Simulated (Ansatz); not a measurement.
**AlCCl (triplet): from Hartree-Fock to the top rungs, def2-TZVPP**

One table from this session's results is given with a row withheld; the runs are named, their logs left out.

Computed with Ansatz 0.2.0, Gaussian basis. Level: def2-TZVPP, core rule «outside noble gas», up to 11 orbitals frozen.

Plan: UHF; ROHF; CCSD(T) on UHF.

4 further runs of the same task are left out: 4 set aside as unsound or not needed.

### The system

The geometry is a PBE0/def2-TZVP stationary point (not a proven minimum) of the parent state, kept for this charge and spin.

3 atoms, charge 0, spin multiplicity 3.

Atoms are counted from 1 here; the program's logs count them from 0.

Bond lengths: C1–Al2 1.931 Å, Al2–Cl3 2.088 Å. Angles: C1–Al2–Cl3 180.0°.

Set-up of the first run:

File in.yaml:

```yaml
crystal:
  periodic: [false, false, false]
  atoms:
    - {symbol: C, position_ang: [0.000000, 0.000000, -1.983300]}
    - {symbol: Al, position_ang: [0.000000, 0.000000, -0.052500]}
    - {symbol: Cl, position_ang: [0.000000, 0.000000, 2.035800]}
basis:
  gaussian: {orbitals: def2-TZVPP}
magnetization: {spin_polarized: true, initial_magnetization: 2}
hamiltonian: {xc: hf}
output: {orbitals: {seedname: orbitals}}
```

The run is started by

```console
> ansatz run in.yaml --threads 1 --pin off --events-out ev --progress --plain --max-ram 2393MiB
```

Steps of the session up to this table: UHF; ROHF; CCSD(T) on UHF.

One of the session's tables, all rows but one given; the rest of the session is left out.

It belongs to the step «Misses and costs». 

```
  method  from UCCSD(T) (meV)
    ROHF                    ?
     UHF             +11058.0
    UMP2              +1779.8
   UCCSD               +553.2
UCCSD(T)                    0
```

**Question.** Estimate the row for ROHF.

As computed: from UCCSD(T) (meV): +11254.9. In the column «from UCCSD(T) (meV)» it is the highest.
